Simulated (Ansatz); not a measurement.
`[AlH2][O]P` + CH₃SH → `CSP` + `[OH][AlH2]` at 700 K and 1 bar (ligand exchange at a P–O bond).

Program: Ansatz. Geometries: PBE0-D4/def2-TZVP. ΔE: electronic, gas phase. CBS: MP2 limit from def2 TZ/QZ plus the TZ coupled-cluster correction, frozen cores. This one scheme is used for every species. One conformer a species, not always the lowest.

```json
{"species": "`[AlH2][O]P`", "CCSD(T)/CBS energy (Eh)": "-660.56673", "H − E (kJ/mol)": "151.3", "S (J/(mol·K))": "404.6"}
{"species": "CH₃SH", "CCSD(T)/CBS energy (Eh)": "-438.22835", "H − E (kJ/mol)": "160.2", "S (J/(mol·K))": "309.0"}
{"species": "`CSP`", "CCSD(T)/CBS energy (Eh)": "-779.77158", "H − E (kJ/mol)": "205.7", "S (J/(mol·K))": "393.2"}
{"species": "`[OH][AlH2]`", "CCSD(T)/CBS energy (Eh)": "-319.03157", "H − E (kJ/mol)": "111.2", "S (J/(mol·K))": "312.7"}
```

H − E and S are ideal-gas, rigid-rotor, harmonic terms from PBE0-D4/def2-TZVP, for one conformer and one mirror image of each species. 1 Eh = 2625.50 kJ/mol, R = 8.31446 J/(mol·K).

Q: By hand: ΔE, ΔH, ΔS and ΔG.

A: ΔE = (-779.77158) + (-319.03157) − (-660.56673) − (-438.22835) = -0.00807 Eh = -21.2 kJ/mol. Δ(H − E) = 205.7 + 111.2 − 151.3 − 160.2 = 5.4, so ΔH = -15.8 kJ/mol. ΔS = 393.2 + 312.7 − 404.6 − 309.0 = -7.7 J/(mol·K). ΔG = -15.8 − 700 × (-7.7)/1000 = -10.4 kJ/mol.

Q: By hand: the equilibrium constant, and the temperature at which ΔG would vanish if ΔH and ΔS stayed fixed.

A: log₁₀ K = −ΔG/(RT ln 10) = 0.8. ΔG = 0 at ΔH/ΔS = 2052 K, though so small a ΔS makes that figure unsure.

TΔS isn't small against ΔH here. A doubt of 5 kJ/mol in ΔE shifts log₁₀ K by 0.4 here. Other conformers and mirror images would add mixing entropy, several J/(mol·K) or more a flexible species. Modes under 60 cm⁻¹, often nearly free rotors, make the harmonic entropy too high. These are equilibria of isolated gas molecules and say nothing of rates. Largest T1 diagnostic: 0.014 (customary marks: 0.02 for closed shells, 0.045 for open ones).
